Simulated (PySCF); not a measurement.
These are PySCF 2.14.0 with PBE-D3(BJ)/def2-TZVP // B3LYP-D3(BJ)/def2-TZVP values and carry that method's errors. Gas-phase values, no solvent. One relaxed conformer stands for a flexible species; it need not be the lowest. 

Reference species (SMILES): `F[Si](F)(F)F` (neutral, multiplicity 1).

```yaml
LUMO: -0.60 eV
S1 oscillator strength: 0.000
```

Changed species: `O[Si](O)(O)F` (3 of 4 F replaced by OH; the reference has 0 of 4 F replaced by OH).

**Question.** What does the change do to the LUMO and S1 oscillator strength?

**Answer.** the LUMO goes up by 0.06 eV, to -0.54 eV; the S1 oscillator strength is nearly the same.
